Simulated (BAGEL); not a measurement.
**[CF2]+ (SMILES F[C+]F) at UHF/6-31G(d) (density fitting with cc-pvqz-jkfit, spherical functions)**

Aim: the vertical doublet–quartet gap of [CF2]+ at UHF/6-31G* (density fitting with cc-pvqz-jkfit, spherical functions), from 2 runs. 

The calculation is run with BAGEL 1.2.2.

3 further runs of the same task are left out: 3 set aside as unsound or not needed.

**1. The system as given**

The species is [CF2]+ (3 atoms), meant as a doublet with charge +1. SMILES: `F[C+]F`. Geometry: relaxed at PBE0-D4/def2-TZVP.

Bond lengths: F1–C2 1.214 Å, C2–F3 1.214 Å. Angles: F1–C2–F3 124.6°.

**2. A single-point energy at UHF/6-31G(d) (density fitting with cc-pvqz-jkfit, spherical functions)**

calc.json reads:

```json
{ "bagel" : [

{
  "title" : "molecule",
  "basis" : "6-31gs.json",
  "df_basis" : "cc-pvqz-jkfit",
  "angstrom" : "true",
  "geometry" : [
    { "atom" : "F", "xyz" : [    0.379110,    0.972980,    0.316190 ] },
    { "atom" : "C", "xyz" : [    0.275710,   -0.221360,    0.127270 ] },
    { "atom" : "F", "xyz" : [   -0.654830,   -0.751620,   -0.443470 ] }
  ]
},
{ "title" : "uhf", "charge" : 1, "nopen" : 1 },
{ "title" : "print", "file" : "orbitals.molden", "orbitals" : "true" }

]}
```

The basis set 6-31G* is read from a file made from the Basis Set Exchange's data (not shown).

Started as:

```bash
$ BAGEL_NUM_THREADS=1 BAGEL calc.json > calc.out
```

Standard output:

```text
* using 1 threads per process

  ===============================================================
  ===============================================================

  *** Geometry ***

  { "atom" : "F", "xyz" : [      0.716414,      1.838666,      0.597513 ] },
  { "atom" : "C", "xyz" : [      0.521016,     -0.418310,      0.240505 ] },
  { "atom" : "F", "xyz" : [     -1.237449,     -1.420356,     -0.838037 ] },

  Number of auxiliary basis functions:      318

  Since a DF basis is specified, we compute 2- and 3-index integrals:
    o Being stored without compression. Storage requirement is 0.004 GB

  Number of basis functions:       42
  Number of electrons      :       24

    * METHOD: MOLECULE                             0.07

  *** Open-shell HF ***

  === Nuclear Repulsion ===
    67.0332566934

      * DIIS with orbital gradients will be used.

  === UHF iteration (6-31gs.json) ===
      0       -236.10951162          0.07535454           0.02
      1       -236.22195541          0.04921346           0.02
      2       -236.25794557          0.03153943           0.02
      3       -236.28283660          0.00189795           0.02
      4       -236.28352269          0.00075024           0.02
      5       -236.28367129          0.00021126           0.02
      6       -236.28369750          0.00006261           0.02
      7       -236.28370125          0.00002578           0.02
      8       -236.28370203          0.00000794           0.02
      9       -236.28370211          0.00000193           0.02
     10       -236.28370212          0.00000076           0.02
     11       -236.28370212          0.00000031           0.02
     12       -236.28370212          0.00000008           0.02
     13       -236.28370212          0.00000003           0.02
     14       -236.28370212          0.00000001           0.02
     15       -236.28370212          0.00000001           0.02
    * SCF iteration converged.

    * S^2 (UHF) is 0.7554

    * Permanent dipole moment:
           (   -0.440830,     0.353931,    -0.203493) a.u.

    * METHOD: UHF                                  0.37

    * METHOD: PRINT                                0.01

  ===============================================================
```

Wall time 0.95 s (1 thread of AMD EPYC 7R43 (Zen 3), shared host); peak memory 0.081 GiB.

**3. The quartet**

calc.json reads:

```json
{ "bagel" : [

{
  "title" : "molecule",
  "basis" : "6-31gs.json",
  "df_basis" : "cc-pvqz-jkfit",
  "angstrom" : true,
  "geometry" : [
    { "atom" : "F", "xyz" : [       0.379110,       0.972980,       0.316190 ] },
    { "atom" : "C", "xyz" : [       0.275710,      -0.221360,       0.127270 ] },
    { "atom" : "F", "xyz" : [      -0.654830,      -0.751620,      -0.443470 ] }
  ]
},

{ "title" : "uhf", "charge" : 1, "nopen" : 3 },

{ "title" : "print", "file" : "orbitals.molden", "orbitals" : true }

]}
```

The basis set 6-31G* is read from a file made from the Basis Set Exchange's data (not shown).

Started as:

```bash
$ BAGEL_NUM_THREADS=1 BAGEL calc.json > calc.out
```

Standard output:

```text
* using 1 threads per process

  ===============================================================
  ===============================================================

  *** Geometry ***

  { "atom" : "F", "xyz" : [      0.716414,      1.838666,      0.597513 ] },
  { "atom" : "C", "xyz" : [      0.521016,     -0.418310,      0.240505 ] },
  { "atom" : "F", "xyz" : [     -1.237449,     -1.420356,     -0.838037 ] },

  Number of auxiliary basis functions:      318

  Since a DF basis is specified, we compute 2- and 3-index integrals:
    o Being stored without compression. Storage requirement is 0.004 GB

  Number of basis functions:       42
  Number of electrons      :       24

    * METHOD: MOLECULE                             0.08

  *** Open-shell HF ***

  === Nuclear Repulsion ===
    67.0332566934

      * DIIS with orbital gradients will be used.

  === UHF iteration (6-31gs.json) ===
      0       -235.87199674          0.04301782           0.02
      1       -235.96865650          0.01529726           0.02
      2       -235.98061100          0.00575526           0.02
      3       -235.98279961          0.00202487           0.03
      4       -235.98348892          0.00043334           0.02
      5       -235.98353872          0.00012308           0.02
      6       -235.98354622          0.00003607           0.02
      7       -235.98354684          0.00001736           0.02
      8       -235.98354700          0.00000503           0.02
      9       -235.98354701          0.00000339           0.02
     10       -235.98354701          0.00000254           0.02
     11       -235.98354702          0.00000182           0.02
     12       -235.98354702          0.00000217           0.02
     13       -235.98354702          0.00000224           0.02
     14       -235.98354702          0.00000174           0.02
     15       -235.98354702          0.00000082           0.02
     16       -235.98354702          0.00000049           0.02
     17       -235.98354702          0.00000020           0.02
     18       -235.98354702          0.00000018           0.02
     19       -235.98354702          0.00000008           0.02
     20       -235.98354702          0.00000004           0.02
     21       -235.98354702          0.00000001           0.02
     22       -235.98354702          0.00000000           0.02
    * SCF iteration converged.

    * S^2 (UHF) is 3.7886

    * Permanent dipole moment:
           (   -0.080099,     0.064331,    -0.036973) a.u.

    * METHOD: UHF                                  0.47

    * METHOD: PRINT                                0.01

  ===============================================================
```

Wall time 0.99 s (1 thread of AMD EPYC 7R43 (Zen 3), shared host); peak memory 0.15 GiB.

**4. Summary of results**

Level: UHF/6-31G* (density fitting with cc-pvqz-jkfit, spherical functions).

| quantity | value |
| --- | --- |
| doublet: total energy | -236.28370 Eh |
| doublet: ⟨S²⟩ | 0.755 |
| quartet: total energy | -235.98355 Eh |
| quartet: ⟨S²⟩ | 3.789 |
| vertical energy of the quartet above the doublet | 8.168 eV |

At this shape the quartet lies 8.17 eV (788 kJ/mol) above the doublet.
